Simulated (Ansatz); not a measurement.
This geometry of HO$_{3}$S (5 atoms, charge 0, multiplicity 2) is a first-order saddle point.

Theory: UKS PBE-D4/6-31G (Ansatz 0.2.0).

```xyz
5
Properties=species:S:1:pos:R:3
O 1.043 -0.666 1.684
S 0.074 -0.464 0.380
O -0.942 -1.702 0.007
O 0.270 1.424 -0.682
H -0.395 1.334 -1.430
```

Problem. Which two structures does it join? (They come from a converged band through this point; their orientation in space is the band's.)

Solution. No bond is made or broken. The height of S2 over the plane of its neighbours goes from 0.55 to -0.55 Å. The two ends are copies of one structure, up to a mirror image or an exchange of like atoms.

Initial state:

```xyz
5
Properties=species:S:1:pos:R:3
O 1.107 -0.530 1.537
S 0.571 -0.507 -0.031
O -0.728 -1.443 -0.461
O 0.016 1.251 -0.363
H -0.916 1.155 -0.724
```

Final state:

```xyz
5
Properties=species:S:1:pos:R:3
O 0.986 -0.462 1.633
S -0.291 -0.014 0.677
O -1.185 -1.182 -0.088
O 0.438 1.010 -0.712
H 0.101 0.575 -1.551
```

Problem. How far does it lie above each of them?

Solution. 0.58 eV above the first and 0.58 eV above the second. This is the barrier of this one path; another mechanism may lie lower. Limits of this set-up: no polarisation functions.

Time of the run: 110 s on 1 thread of Arm Neoverse V1, with other jobs on the host, peak memory 0.1 GiB.
